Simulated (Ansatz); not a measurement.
# SiH (quartet): wB97M-V, B2PLYP over a scan of the distance Si1–H2, cc-pVQZ

Aim: run SiH (quartet) with these functionals over a scan of the distance Si1–H2, and hold them against the top wave-function level at the same points.

Program: Ansatz 0.2.0, Gaussian basis. Level of theory: cc-pVQZ, all electrons in the functionals, frozen cores in the correlation of double hybrids and RPA. These are calculated values, not measurements.

The runs, in order: wB97M-V, B2PLYP, at 1.197 Å; 1.336 Å; 1.500 Å; 1.623 Å; 1.802 Å; 2.110 Å; 2.410 Å; 2.775 Å; 3.276 Å; 3.952 Å; 5.117 Å.

10 further runs of the same task are left out: 10 that didn't finish. Runs told in other sessions of the task aren't counted.

## Step 1: What is computed

The geometry derives from a PBE0/def2-TZVP stationary point (not a proven minimum). One bond is set to the value named and the two fragments are kept rigid.

2 atoms, charge 0, spin multiplicity 4.

Atoms are counted from 1 here; the program's logs count them from 0.

Bond lengths: Si1–H2 1.500 Å.

No dispersion term is added; wB97M-V holds VV10 nonlocal correlation.

The geometry shown and the zero of energy belong to the point 1.500 Å. The yardstick, UCCSDT(Q), and other wave-function levels (R restricted, U unrestricted, valence and pair active spaces) come from earlier runs.

## Step 2: wB97M-V, 1.197 Å

Input file in.yaml:

```yaml
crystal:
  periodic: [false, false, false]
  atoms:
    - {symbol: Si, position_ang: [0.000000, 0.000000, 0.000000]}
    - {symbol: H, position_ang: [0.000000, 0.000000, 1.197000]}
basis:
  gaussian: {orbitals: cc-pVQZ}
magnetization: {spin_polarized: true, initial_magnetization: 3}
hamiltonian: {xc: {name: wB97M-V}}
output: {orbitals: {seedname: orbitals}}
```

Launch:

```bash
ansatz run in.yaml --threads 2 --pin off --events-out ev --progress --plain --max-ram 24576MiB --backend cuda --devices 0, --max-vram 18GiB
```

After this run come: wB97M-V, 1.336 Å; wB97M-V, 1.500 Å; wB97M-V, 1.623 Å; wB97M-V, 1.802 Å; wB97M-V, 2.110 Å; wB97M-V, 2.410 Å; wB97M-V, 2.775 Å; wB97M-V, 3.276 Å; wB97M-V, 3.952 Å; wB97M-V, 5.117 Å; B2PLYP, 1.197 Å; B2PLYP, 1.336 Å; B2PLYP, 1.500 Å; B2PLYP, 1.623 Å; B2PLYP, 1.802 Å; B2PLYP, 2.110 Å; B2PLYP, 2.410 Å; B2PLYP, 2.775 Å; B2PLYP, 3.276 Å; B2PLYP, 3.952 Å; B2PLYP, 5.117 Å.

**Question.** What will the summary of the whole plan be? Wanted: span of the UCCSDT(Q) curve; largest miss, wB97M-V; largest miss, B2PLYP.

**Answer**, as computed:

| quantity | value |
| --- | --- |
| span of the UCCSDT(Q) curve | 144.1 kJ/mol |
| largest miss, wB97M-V | -18.9 kJ/mol (5.117 Å) |
| largest miss, B2PLYP | -12.4 kJ/mol (5.117 Å) |

What this shows: Of the functionals, B2PLYP keep the smallest largest miss at the points compared (at most 12.4 kJ/mol) and wB97M-V strays most (18.9 kJ/mol, at 5.117 Å). Functionals and the yardstick converge differently with the basis, so part of each miss in cc-pVQZ is the basis.
